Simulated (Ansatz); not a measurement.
Conformers of C₃H₆O₂ (`O=CCCO`), each relaxed with PBE0-D4/def2-TZVP in Ansatz. CBS adds the triple-zeta coupled-cluster correction to the MP2 limit.

Not all of them had a frequency check.

Conformer A:

Z-matrix (Å, degrees):
```
C
C 1 1.504
C 1 1.510 2 112.1
H 1 1.092 2 109.2 3 124.2
H 1 1.098 2 106.9 3 -119.4
O 2 1.198 1 124.7 3 -145.0
H 2 1.114 1 114.6 3 36.5
O 3 1.412 1 107.3 2 63.5
H 3 1.097 1 109.9 2 -175.1
H 3 1.100 1 109.5 2 -57.1
H 8 0.960 3 109.1 1 -177.4
```

Conformer B:

Cartesian coordinates in Å:
```
O -1.699 -1.900 0.624
C -0.744 -1.173 0.656
C -0.700 0.187 0.020
C 0.604 0.444 -0.726
O 1.730 0.448 0.123
H 0.189 -1.483 1.172
H -1.565 0.293 -0.639
H -0.803 0.932 0.821
H 0.523 1.383 -1.288
H 0.783 -0.350 -1.455
H 1.683 1.221 0.692
```

Q: Which is lowest in electronic energy at CCSD(T)/CBS (frozen core, def2 sets), and by how much? (An estimate is asked.)

A: Ansatz gave: A; B lies 3.3 kJ/mol higher.

Q: Give the energies relative to A (kJ/mol) with PBE-D4/def2-TZVPP, B3LYP-D4/def2-TZVPP, ωB97X-V/def2-TZVPP, MP2/def2-TZVPP, CCSD/def2-TZVPP, MP2/def2-QZVPP, CCSD/CBS(def2). (An estimate is asked.)

A: Computed: 
| level | B |
| --- | --- |
| PBE-D4/def2-TZVPP | 2.8 |
| B3LYP-D4/def2-TZVPP | 3.0 |
| ωB97X-V/def2-TZVPP | 2.8 |
| MP2/def2-TZVPP | 3.6 |
| CCSD/def2-TZVPP | 2.9 |
| MP2/def2-QZVPP | 4.0 |
| CCSD/CBS(def2) | 3.4 |

B3LYP here is the variant with VWN-RPA as its local correlation; programs differ in this.
